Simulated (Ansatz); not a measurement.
We consider 1T (CdI2-type) PtSe₂, described by PBE-D3(BJ) (Ansatz, an electronic-structure program, PAW).

Run with plane-wave cutoff 520 eV, 24×24×16 k mesh (along the axes of the cell as run), Fermi–Dirac smearing 0.05 eV, scalar-relativistic PAW data made under PBE.

Cell (relaxed at this level):

Space group P-3m1 (No. 164); a = 3.772 Å, b = 3.772 Å, c = 4.820 Å, α = 90.00°, β = 90.00°, γ = 120.00°

```tsv
atom	site	symmetry	x	y	z
Pt	1a	-3m.	0.0000	0.0000	0.0000
Se	2d	3m.	0.3333	0.6667	0.2656
```

### Question
What does this level give for the elastic constant C13, elastic constant C11, elastic constant C66, Voigt–Reuss–Hill bulk modulus, elastic constant C12, elastic constant C33 and elastic constant C44?

### Answer

- elastic constant C13 = 42.6 GPa
- elastic constant C11 = 192 GPa
- elastic constant C66 = 65.4 GPa
- Voigt–Reuss–Hill bulk modulus = 70.1 GPa
- elastic constant C12 = 61.3 GPa
- elastic constant C33 = 61.5 GPa
- elastic constant C44 = 44.9 GPa

Note: the solid has no gap at this level, which affects its response; the dispersion coefficients are held fixed in the derivatives.

Elastic constants are with the ions relaxed.

Spin–orbit coupling is not included.

Static lattice: no zero-point or thermal effects.
